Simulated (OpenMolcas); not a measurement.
# C3H5N (isocyanoethane): levels of theory compared

We compute a comparison of 6 runs (HF/cc-pVDZ, B3LYP/6-31G*, BHLYP/cc-pVDZ, M06-L/cc-pVDZ, revPBE/cc-pVDZ, MP2/cc-pVDZ) of C3H5N (isocyanoethane). 

Program for the calculation: OpenMolcas 26.06.

### 1 The structure to begin with

C3H5N has 9 atoms, charge 0, and is taken as a singlet. SMILES: `[C-]#[N+]CC`. Geometry: relaxed at PBE0-D4/def2-TZVP.

Bond lengths: C1–N2 1.165 Å, N2–C3 1.417 Å, C3–C4 1.518 Å, C3–H5 1.093 Å, C3–H6 1.093 Å, C4–H7 1.091 Å, C4–H8 1.091 Å, C4–H9 1.091 Å. Some angles: C1–N2–C3 178.6°, N2–C3–C4 111.8°, N2–C3–H5 108.0°, N2–C3–H6 108.0°, C4–C3–H5 110.8°, C4–C3–H6 110.8°, C3–C4–H7 110.8°, C3–C4–H8 110.8°, C3–C4–H9 109.7°, H5–C3–H6 107.3°.

### 2 Energy and gradient at HF/cc-pVDZ (run 1)

calc.inp

```
* C3H5N Hartree-Fock

&GATEWAY
 BasLib
 $CurrDir
 Coord
 9
 angstrom
 C        1.232650       0.046730      -2.266050
 N        0.858980       0.253530      -1.182610
 C        0.382160       0.480090       0.131970
 C       -0.724640      -0.489270       0.504440
 H        1.227830       0.386240       0.818170
 H        0.029280       1.513070       0.189220
 H       -0.368360      -1.519080       0.457970
 H       -1.572560      -0.386940      -0.173920
 H       -1.065320      -0.284360       1.520790
 Basis
 cc-pVDZ
 Group
 NoSym

&SEWARD

&SCF
 Thresholds
 1e-10 1e-07 1e-07 1e-05
 PrOrbitals
 1 1

&ALASKA
```

The basis set cc-pVDZ is read from a file made from the Basis Set Exchange's data (not shown).

On the command line:

```bash
$ export MOLCAS_MEM=1860
$ pymolcas calc.inp > calc.log
```

Standard output:

```text
--- Start Module: gateway ---
[...]
--- Stop Module: gateway /rc=_RC_ALL_IS_WELL_ ---
[...]
      Basis functions           81
[...]
--- Start Module: scf ---
[...]
       Convergence after  14 Iterations
[...]
::    Total SCF energy                               -170.9459181823
[...]
      Total spin, S                                     0.0000000000
[...]
      Total electronic charge=   30.000000
      Total            charge=   -0.000000
[...]
      Dipole Moment (debye):
      Origin of the operator (angstrom)=    0.3806    0.0674   -0.6047
                   X= -1.3360E+00               Y=  4.6018E-01               Z=  3.3711E+00           Total=  3.6553E+00
      Quadrupole Moment (debye*angstrom):
[...]
--- Stop Module: scf /rc=_RC_ALL_IS_WELL_ ---
[...]
--- Start Module: alaska ---
[...]
 *              Molecular gradients               *
 **************************************************
  Irreducible representation: a
 ------------------------------------------------------------------------------------------
                              X                       Y                       Z
 ------------------------------------------------------------------------------------------
  C1                6.93083809177075E-03   -4.05641679862789E-03   -2.05066238563170E-02
  N2               -1.03681538149871E-02    5.78404246731368E-03    3.01644406838246E-02
  C3                2.29363174245933E-04   -5.48975199998969E-03   -1.02754715149040E-02
  C4                2.09009713180786E-03    1.74934953894335E-03   -8.39496941851259E-04
  H5                1.84789114810258E-03   -8.02921952340885E-05    1.36418317847742E-03
  H6               -5.98002175712820E-04    2.22215979170004E-03    8.13121627816216E-05
  H7               -1.40635542008605E-05   -7.58898472525971E-05    4.57935196939985E-05
  H8               -9.17585460049608E-05   -4.44726730189360E-06    5.32038726652750E-06
[...]
--- Stop Module: alaska /rc=_RC_ALL_IS_WELL_ ---
[...]
```

Run time: 6 s. Hardware: 1 thread of Arm Neoverse V2, shared host; peak memory 0.45 GiB.

### 3 Energy and gradient at B3LYP/6-31G(d) (Cartesian functions) (run 2)

mol.input

```
&GATEWAY
BasLib
$CurrDir
Coord
9
angstrom
C        1.232650       0.046730      -2.266050
N        0.858980       0.253530      -1.182610
C        0.382160       0.480090       0.131970
C       -0.724640      -0.489270       0.504440
H        1.227830       0.386240       0.818170
H        0.029280       1.513070       0.189220
H       -0.368360      -1.519080       0.457970
H       -1.572560      -0.386940      -0.173920
H       -1.065320      -0.284360       1.520790
Basis
6-31Gs
Group
NoSym
&SEWARD
GridInput
Grid=UltraFine
End of Grid
&SCF
KSDFT
B3LYP
Thresholds
1e-10 1e-07 1e-07 1e-05
PrOrbitals
1 2
&ALASKA
```

The basis set 6-31G* is read from a file made from the Basis Set Exchange's data (not shown).

On the command line:

```bash
$ export MOLCAS_MEM=1860
$ pymolcas mol.input > mol.log
```

Standard output:

```text
--- Start Module: gateway ---
[...]
--- Stop Module: gateway /rc=_RC_ALL_IS_WELL_ ---
[...]
      Basis functions           70
[...]
--- Start Module: scf ---
[...]
       Convergence after  15 Iterations
[...]
::    Total KS-DFT energy                            -172.0328843388
[...]
      Total spin, S                                     0.0000000000
[...]
      Total electronic charge=   30.000000
      Total            charge=   -0.000000
[...]
      Dipole Moment (debye):
      Origin of the operator (angstrom)=    0.3806    0.0674   -0.6047
                   X= -1.3757E+00               Y=  4.5423E-01               Z=  3.4362E+00           Total=  3.7291E+00
      Quadrupole Moment (debye*angstrom):
[...]
--- Stop Module: scf /rc=_RC_ALL_IS_WELL_ ---
[...]
--- Start Module: alaska ---
[...]
 *              Molecular gradients               *
 **************************************************
  Irreducible representation: a
 ------------------------------------------------------------------------------------------
                              X                       Y                       Z
 ------------------------------------------------------------------------------------------
  C1               -9.43111790676987E-03    5.15312422686653E-03    2.72104893945411E-02
  N2                6.37141589054058E-03   -3.99535988174504E-03   -1.92923605513933E-02
  C3               -2.17469431830291E-03   -3.66696398646393E-03   -2.42982998298125E-03
  C4                3.40532943538108E-03    2.65247251096623E-03   -1.72878014894007E-03
  H5               -1.35841578431251E-03   -1.66526324760358E-04   -1.93201097511686E-03
  H6                6.92429324957944E-04   -2.09218581282622E-03   -8.54850174796029E-04
  H7               -4.82440756679137E-04    2.28519837753360E-03   -2.77643525931071E-06
  H8                1.95355965874855E-03   -6.52214615043389E-06    1.27575596882190E-03
[...]
--- Stop Module: alaska /rc=_RC_ALL_IS_WELL_ ---
[...]
```

Wall time 25 s (1 thread of Arm Neoverse V2, shared host); peak memory 0.41 GiB.

Runs 3 to 5 aren't shown in full; the table further down has their settings and results.

### 4 The energy at MP2/cc-pVDZ (run 6)

geom.xyz

```xyz
9

C      1.232650     0.046730    -2.266050
N      0.858980     0.253530    -1.182610
C      0.382160     0.480090     0.131970
C     -0.724640    -0.489270     0.504440
H      1.227830     0.386240     0.818170
H      0.029280     1.513070     0.189220
H     -0.368360    -1.519080     0.457970
H     -1.572560    -0.386940    -0.173920
H     -1.065320    -0.284360     1.520790
```

job.inp

```
>>> EXPORT MOLCAS_PRINT=2
&GATEWAY
BasLib=$CurrDir
Coord=geom.xyz
Basis=cc-pVDZ
Group=NoSym
&SEWARD
&SCF
Thresholds=1e-10 1e-07 1e-07 1e-05
PrOrbitals=1 2
&MBPT2
Frozen=4
```

The basis set cc-pVDZ is read from a file made from the Basis Set Exchange's data (not shown).

On the command line:

```bash
$ export MOLCAS_MEM=1860
$ pymolcas job.inp > job.log
```

Standard output:

```text
--- Start Module: gateway ---
[...]
--- Stop Module: gateway /rc=_RC_ALL_IS_WELL_ ---
[...]
      Basis functions           81
[...]
--- Start Module: scf ---
[...]
       Convergence after  14 Iterations
[...]
::    Total SCF energy                               -170.9459181823
[...]
      Total spin, S                                     0.0000000000
[...]
      Total electronic charge=   30.000000
      Total            charge=   -0.000000
[...]
      Dipole Moment (debye):
      Origin of the operator (angstrom)=    0.3806    0.0674   -0.6047
                   X= -1.3360E+00               Y=  4.6018E-01               Z=  3.3711E+00           Total=  3.6553E+00
      Quadrupole Moment (debye*angstrom):
[...]
--- Stop Module: scf /rc=_RC_ALL_IS_WELL_ ---
[...]
--- Start Module: mbpt2 ---
[...]
WARNING!
Default frozen orbitals as non valence orbitals is overwritten by user input.
Default values:   4
[...]
       Reference weight ( Cref**2 )         =        0.83746
::    Total MBPT2 energy                             -171.4993224500
[...]
      Total MBPT2 calculations                           0.17      0.20
--- Stop Module: mbpt2 /rc=_RC_ALL_IS_WELL_ ---
[...]
```

Run time: 4.8 s. Hardware: 1 thread of Arm Neoverse V2, shared host; peak memory 0.45 GiB.

### 5 The series

```csv
run,level,Cartesian functions,integration grid,energy (Eh),dipole moment (D) of the reference,HOMO energy (eV),LUMO energy (eV),wall time
1,HF/cc-pVDZ,no,–,-170.945918,3.66,-12.53,4.48,6 s
2,B3LYP/6-31G* (Cartesian functions),yes,UltraFine,-172.032884,3.73,-7.90,1.09,25 s
3,BHLYP/cc-pVDZ,no,UltraFine,-171.934425,3.79,-9.93,2.04,32 s
4,M06-L/cc-pVDZ,no,UltraFine,-172.017946,3.97,-7.11,0.24,48 s
5,revPBE/cc-pVDZ,no,UltraFine,-171.989082,3.94,-6.60,0.03,35 s
6,MP2/cc-pVDZ,no,–,-171.499322,3.66,-12.53,4.48,4.8 s
```

### 6 Results

```
                                          quantity          value
                               run 6: total energy  -171.49932 Eh
         run 6: dipole moment (mean-field density)         3.66 D
        run 6: HOMO energy (Hartree–Fock orbitals)      -12.53 eV
        run 6: LUMO energy (Hartree–Fock orbitals)        4.48 eV
      run 6: HOMO–LUMO gap (Hartree–Fock orbitals)       17.01 eV
run 6: correlation energy (4 core orbitals frozen)     -553.4 mEh
```

Over runs 1, 2, 3, 4, 5 the dipole moment (its size) runs from 3.66 D (HF/cc-pVDZ) to 3.97 D (M06-L/cc-pVDZ). Over runs 1, 2, 3, 4, 5 the HOMO–LUMO gap runs from 6.64 eV (revPBE/cc-pVDZ) to 17.01 eV (HF/cc-pVDZ). Exact exchange widens orbital gaps. Totals of different functionals can't be ranked against each other. All runs together took 2.5 min, the longest 48 s.
